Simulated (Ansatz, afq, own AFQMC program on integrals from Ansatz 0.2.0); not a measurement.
Atomization energy of Al2H2, singlet

```xyz
4

Al    0.0000    0.0925    1.2647
Al    0.0000   -0.0193   -1.3669
H     0.0000   -0.6882    2.6804
H     0.0000   -1.2711    0.0548
```

Connectivity, by distances: AlH–Al, 1 bridging H.

Atoms in their ground-state spins without spin–orbit coupling (mostly on UHF) minus the molecule (RHF), without zero-point energy. The geometry is a stationary point, not shown to be a minimum.

Basis cc-pVDZ. Only valence electrons are correlated. AFQMC by an in-house program on the Cholesky factors that Ansatz 0.2.0 writes for its CCSD(T) run. ph-AFQMC/CISD is guided by a CISD state made of CCSD amplitudes; releasing the constraint for a short imaginary time cuts its bias at the price of noise, slowly where states lie close. Uncertainties: one standard error, sampling alone. The errors of all members are added in quadrature.

No full CI on the walks' own integrals is used here; CCSDT(Q) serves as the reference and is uncertain by about the last step of the cluster series. Each member takes its own surest rung, up to full CI.

The best estimate is CCSD(T) at the basis-set limit (CBS: def2-TZVPP and def2-QZVPP, with their diffuse functions for anions and beside diffuse sets, CCSD(T) itself extrapolated) plus the step from CCSD(T) to CCSDT(Q) in cc-pVDZ. Rows without CBS are in cc-pVDZ, the functionals in def2-TZVP; B2PLYP and the wave-function rows carry a basis error of their own. Core correlation and relativity beyond core potentials are missing, and ± holds the sampling alone.

Cautions: Al₂H₂ (singlet): higher spins were not checked, restricted determinant unstable towards unrestricted (UHF 84 meV lower, ⟨S²⟩ 0.51).

| level | atomization energy (kJ/mol) |
| --- | --- |
| wB97M-V | 716.1 |
| HF | 469.0 |
| B2PLYP | 684.0 |

Task: From these cheaper values, estimate the atomization energy at the level of the best estimate.

Result: 714.0 kJ/mol (best estimate, highest rung CCSDT(Q)).

```
                  level  atomization energy (kJ/mol)  error against the best estimate (kJ/mol)
                    MP2                        616.8                                     -97.2
                   CCSD                        629.5                                     -84.5
                CCSD(T)                        638.9                                     -75.0
          ph-AFQMC/CISD                  640.9 ± 0.7                               -73.1 ± 0.7
         released AFQMC                  642.7 ± 0.9                               -71.3 ± 0.9
                 HF/CBS                        487.0                                    -226.9
                MP2/CBS                        689.6                                     -24.4
            CCSD(T)/CBS                        711.6                                      -2.4
                    PBE                        698.8                                     -15.1
                   PBE0                        690.2                                     -23.8
                  B3LYP                        696.6                                     -17.3
surest rungs in cc-pVDZ                        641.3                                     -72.7
```

Correlation beyond CCSD(T) adds 2.4 kJ/mol. Going to the basis-set limit adds 72.7 kJ/mol at CCSD(T). The perturbative (T) step is worth +9.4 kJ/mol. The functionals spread over 32.0 kJ/mol; wB97M-V comes nearest and B2PLYP is 29.9 kJ/mol too low.

Best estimates are given only where the step beyond CCSD(T) is under 0.3 eV and no member's determinant is very poor (T1 over 0.05, or 0.07 for open shells, ⟨S²⟩ too high by 0.3, two states mixed), so the hardest cases are missing from such tables.

The functionals ran in a triple-zeta set and keep a basis error of their own, a few kJ/mol for each bond in atomization energies and more for double hybrids, so close places among them and the extrapolated levels can swap.

Each member of a difference takes its own highest rung, so a best estimate needn't equal the limit plus the step of one row. A walk keeps the symmetry of its determinant, which the program's search chose and which needn't be the lowest solution, so a lower state of the same spin and another symmetry isn't excluded. Released energies are given only where the last usable release times agree within the noise; a slower fall can still hide under it.
